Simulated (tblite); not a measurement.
# IPEA1-xTB run of H2SO4 (sulfuric acid)

Aim: the vertical ionisation energy of H2SO4 (sulfuric acid) at IPEA1-xTB, from 2 runs. 

Program for the calculation: tblite 0.8.0.

17 further runs of the same task are left out: 17 set aside as unsound or not needed.

### Step 1. The structure to begin with

The species is H2SO4 (7 atoms), meant as a singlet with charge 0. SMILES: `O=S(=O)(O)O`. Geometry: relaxed at PBE0-D4/def2-TZVP. This is one conformer, not always the lowest.

Bond lengths: O1–S2 1.409 Å, S2–O3 1.426 Å, S2–O4 1.579 Å, S2–O5 1.580 Å, O4–H6 0.966 Å, O5–H7 0.966 Å. Angles: O1–S2–O3 123.8°, O1–S2–O4 106.4°, O1–S2–O5 106.5°, O3–S2–O4 108.0°, O3–S2–O5 107.9°, O4–S2–O5 102.2°, S2–O4–H6 108.8°, S2–O5–H7 108.8°.

### Step 2. Energy and forces at IPEA1-xTB

The input, input.xyz:

```xyz
7
start geometry
O      0.378560    -1.582120     0.852810
S     -0.025180    -0.469810     0.088090
O     -0.941220    -0.546190    -1.001730
O     -0.574200     0.600630     1.111480
O      1.296500     0.218440    -0.436390
H     -1.246070     1.137720     0.671090
H      1.111610     0.641340    -1.285360
```

The input, job.py:

```python
"""IPEA1-xTB energy and gradient"""
import json
import numpy as np
from tblite.interface import Calculator
from tblite.interface import symbols_to_numbers

symbols = list(map(str, np.loadtxt("input.xyz", skiprows=2, usecols=0, dtype=str, ndmin=1)))
numbers = np.array(symbols_to_numbers(symbols))
positions = np.loadtxt("input.xyz", skiprows=2, usecols=(1, 2, 3), ndmin=2) / 0.5291772

calculator = Calculator("IPEA1-xTB", numbers, positions, charge=0, uhf=0)
calculator.set("accuracy", 0.1)
calculator.add("spin-polarization", 1.0)
sp = calculator.singlepoint()

print(f"total energy: {sp.get('energy') * 2625.4996:.8f} kJ/mol")
eps = np.atleast_2d(sp.get("orbital-energies")) * 27.211386
occ = np.atleast_2d(sp.get("orbital-occupations"))
filled = occ.sum(axis=0) if eps.shape[0] == 1 else occ[0]
homo = np.nonzero(filled > 0.5)[0].max()
print("  MO   occupation   energy/eV")
for i in range(max(0, homo - 4), min(eps.shape[1], homo + 5)):
    print(f"{i + 1:4d} {filled[i]:10.4f} {eps[0, i]:12.4f}")
mu = sp.get("dipole") * 2.541746
print(f"|mu|: {np.linalg.norm(mu):.4f} D, components " + " ".join(f"{c:.4f}" for c in mu))
q = sp.get("charges")
g = sp.get("gradient")
print("atom     charge      dE/dx        dE/dy        dE/dz   (Eh/bohr)")
for i, s in enumerate(symbols):
    print(f"{s:<2}{i + 1:<3} {q[i]:9.4f} {g[i, 0]:12.7f} {g[i, 1]:12.7f} {g[i, 2]:12.7f}")
print(f"gradient norm {np.linalg.norm(g):.6f} Eh/bohr")
out = {k: np.asarray(sp.get(k)).tolist() for k in ("energy", "gradient", "charges", "dipole", "orbital-energies", "orbital-occupations")}
out.update(symbols=symbols, positions=(positions * 0.529177210903).tolist())
json.dump(out, open("results.json", "w"))
```

Command:

```sh
$ python job.py
```

Output:

```text
------------------------------------------------------------
  cycle        total energy    energy error   density error
------------------------------------------------------------
      1     -23.05702289914  -2.3194804E+01   4.9725038E-01
      2     -23.26132140841  -2.0429851E-01   3.3566107E-01
      3     -23.42964438681  -1.6832298E-01   2.3160661E-01
      4     -23.69496502977  -2.6532064E-01   1.3441787E-02
      5     -23.69607187423  -1.1068445E-03   6.8272474E-03
      6     -23.69627575807  -2.0388384E-04   2.4669639E-03
      7     -23.69630454510  -2.8787036E-05   9.0723655E-04
      8     -23.69630605472  -1.5096167E-06   1.6880092E-04
      9     -23.69630617463  -1.1991211E-07   6.5835501E-05
     10     -23.69630621729  -4.2661696E-08   2.3765498E-06
     11     -23.69630621729   1.5347723E-12   1.0984970E-06
------------------------------------------------------------

 total:                                   0.005 sec
total energy: -62214.64249498 kJ/mol
  MO   occupation   energy/eV
  12     1.0000     -14.7970
  13     1.0000     -14.1665
  14     1.0000     -13.9442
  15     1.0000     -13.7649
  16     1.0000     -13.6976
  17     0.0000      -7.1981
  18     0.0000      -4.2026
  19     0.0000      -3.6304
  20     0.0000      -3.1082
|mu|: 4.2113 D, components -0.5429 3.8435 -1.6334
atom     charge      dE/dx        dE/dy        dE/dz   (Eh/bohr)
O 1     -0.2351   -0.0049031    0.0088315   -0.0082036
S 2      0.5273    0.0093479    0.0079489    0.0093142
O 3     -0.2764    0.0134162    0.0113772    0.0133096
O 4     -0.2537    0.0176673   -0.0201699   -0.0102471
O 5     -0.2541   -0.0175696   -0.0127675    0.0189526
H 6      0.2460   -0.0098136    0.0026949   -0.0108194
H 7      0.2460   -0.0081452    0.0020848   -0.0123063
gradient norm 0.054689 Eh/bohr
```

Run time: 0.12 s. Hardware: 1 thread of Arm Neoverse V2, shared host.

### Step 3. The doublet cation

The input, script.py:

```python
"""IPEA1-xTB energy and gradient with ASE"""
import json
import numpy as np
from ase import Atoms
from ase.units import Bohr
from tblite.ase import TBLite
from ase.units import Debye

mol = Atoms(["O", "S", "O", "O", "O", "H", "H"], positions=Bohr * np.array([
    [0.715375, -2.989773, 1.611577],
    [-0.047583, -0.887812, 0.166466],
    [-1.778648, -1.032150, -1.892995],
    [-1.085081, 1.135026, 2.100393],
    [2.450030, 0.412792, -0.824658],
    [-2.354731, 2.149979, 1.268176],
    [2.100638, 1.211957, -2.428978],
]))
start = mol.get_positions()

mol.calc = TBLite(
    method="IPEA1-xTB",
    charge=1,
    multiplicity=2,
    accuracy=0.1,
    spin_polarization=1.0,
    verbosity=0,
)
print(f"E: {mol.get_potential_energy():.6f} eV")
print(f"Dipole: {np.linalg.norm(mol.get_dipole_moment()) / Debye:.4f} D")
print("Charges:", np.round(mol.get_charges(), 4))
print("Forces (eV/angstrom):")
for a, F in zip(mol, mol.get_forces()):
    print(f"{a.symbol:<2} {F[0]:11.6f} {F[1]:11.6f} {F[2]:11.6f}")
json.dump(dict(energy=mol.get_potential_energy(), forces=mol.get_forces().tolist(), dipole=mol.get_dipole_moment().tolist(), charges=mol.get_charges().tolist(),
               symbols=mol.get_chemical_symbols(), start=start.tolist(), final=mol.positions.tolist()), open("results.json", "w"))
```

Command:

```sh
$ python script.py
```

Output:

```text
E: -627.990094 eV
Dipole: 3.3002 D
Charges: [-0.0527  0.6429 -0.0945 -0.0802 -0.0808  0.3326  0.3327]
Forces (eV/angstrom):
O     0.225871   -0.403287    0.364438
S     0.060772    0.046973    0.058610
O    -0.789100   -0.548618   -0.793498
O    -0.353235    0.335212    0.094233
O     0.240819    0.223370   -0.372476
H     0.096723    0.219180    0.499548
H     0.518150    0.127169    0.149146
```

Run time: 0.14 s. Hardware: 1 thread of Arm Neoverse V2, shared host.

### Step 4. Summary of results

Level: IPEA1-xTB.

| quantity | value |
| --- | --- |
| singlet H2SO4: total energy | -23.69631 Eh |
| singlet H2SO4: dipole moment | 4.21 D |
| singlet H2SO4: HOMO energy | -13.70 eV |
| singlet H2SO4: LUMO energy | -7.20 eV |
| singlet H2SO4: HOMO–LUMO gap | 6.50 eV |
| singlet H2SO4: largest force on an atom | 1.482 eV/Å |
| doublet cation: total energy | -23.07821 Eh |
| doublet cation: largest force on an atom | 1.246 eV/Å |
| vertical ionisation energy (to the doublet cation) | 16.819 eV |

What this shows: The vertical ionisation energy comes to 16.82 eV (1623 kJ/mol). The largest force (singlet H2SO4) is 1.48 eV/Å: the shape isn't a stationary point for this species at this level. No empirical shift is applied, and without it xTB methods put this difference several eV too high. Mulliken charges (singlet H2SO4) run from -0.28 on O3 to +0.53 on S2.
